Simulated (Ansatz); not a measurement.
## Rock-salt TiC: properties by level of theory

Reference values: lattice constant a 4.33 Å (measured, temperature not stated, no zero-point or thermal correction; as tabulated in Zhang et al. (2018), doi:10.1088/1367-2630/aac7f0); bulk modulus 240 GPa (measured, temperature not stated, no zero-point or thermal correction, our sources range from 235 to 268; as tabulated in Krasnenko and Brik (2013), arXiv:1306.3139); elastic constant C11 500 GPa (measured, temperature not stated, no zero-point or thermal correction, our sources range from 500 to 514; as tabulated in Jochym et al. (1999), arXiv:1301.6077); elastic constant C44 175 GPa (measured, temperature not stated, no zero-point or thermal correction; as tabulated in Jochym et al. (1999), arXiv:1301.6077).

| level (code) | lattice constant a (Å) | bulk modulus B0 (GPa) | TO(Γ) frequency (cm⁻¹) | elastic constant C11 (GPa) | elastic constant C44 (GPa) | polycrystal shear modulus (GPa) |
|---|---|---|---|---|---|---|
| LDA (Ansatz) | 4.261 | 282 | 553 | 588 | 177 | 196 |
| BLYP (Ansatz) | 4.380 | 232 | 465 | 453 | 167 | 166 |
| r²SCAN (Ansatz) | 4.328 | 262 | 510 | 530 | 190 | 194 |

Differences from the reference values (errors of the level alone only where the reference is corrected to a static lattice):

| level | lattice constant a (%) | elastic constant C11 (%) | elastic constant C44 (%) |
|---|---|---|---|
| LDA | -1.59 | +17.6 | +1.1 |
| BLYP | +1.15 | -9.4 | -4.6 |
| r²SCAN | -0.05 | +6.0 | +8.6 |

Nearest: lattice constant a, not ranked (reference at room or unstated temperature); elastic constant C11, not ranked (reference at room or unstated temperature); elastic constant C44, not ranked (reference at room or unstated temperature).

Ansatz's density-functional and Hartree–Fock values are scalar-relativistic unless marked +SOC, with PAW data made under PBE.

Differences are worked out from the printed values.

Static lattice: no zero-point or thermal effects.

Ansatz is an electronic-structure program.
